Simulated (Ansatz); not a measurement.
# BHClO (SMILES O[B]Cl): the energy, rung by rung

BHClO: 4 atoms, total charge 0, spin state doublet. SMILES: `O[B]Cl`. The coordinates come from a PBE0-D4/def2-TZVP relaxation.

```xyz
4

O     0.5456    0.1911   -0.5893
B    -0.4299    0.0656    0.3126
Cl   -0.5572   -1.3232    1.3529
H     0.4970    1.0062   -1.0965
```

Each level gives the energy change with the O1–H4 bond stretched from 0.961 to 2.403 Å (eV). The values are calculated.

```
           level                    kind  program  value (eV)  less FCI/STO-3G  CPU time (all runs)
   USVWN5/STO-3G                     LDA   Ansatz        3.02            +1.24                1.9 s
    UBLYP/STO-3G                     GGA   Ansatz        2.44            +0.66                3.1 s
   UBHLYP/STO-3G           global hybrid   Ansatz        3.47            +1.69                5.4 s
   UHSE06/STO-3G  range-separated hybrid   Ansatz        3.06            +1.28                5.1 s
  UB2PLYP/STO-3G           double hybrid   Ansatz        2.89            +1.11                5.9 s
     UMP2/STO-3G     perturbation theory   Ansatz        3.10            +1.32               0.56 s
    UCCSD/STO-3G   coupled cluster or CI   Ansatz        1.94            +0.16               0.85 s
UCCSDT(Q)/STO-3G   coupled cluster or CI   Ansatz        1.73            -0.05                3.5 s
      FCI/STO-3G      exact in the basis   Ansatz        1.78             0.00                 15 s
```

FCI/STO-3G is exact within its basis and frozen core, so for wave-function methods in that basis the difference is their error; functionals converge differently with the basis, so for them it is only a difference. The first shape isn't each level's own minimum. The values span 1.73 to 3.47 eV. Spin contamination of the reference (⟨S²⟩ at least 0.1 too high) touches UBHLYP/STO-3G, UB2PLYP/STO-3G, UMP2/STO-3G, UCCSD/STO-3G, UCCSDT(Q)/STO-3G. All rows use very small basis sets, so none should be taken for the real molecule's value. Times are those of the runs behind each value, whatever else they computed, on shared processors of several kinds: orders of magnitude only.
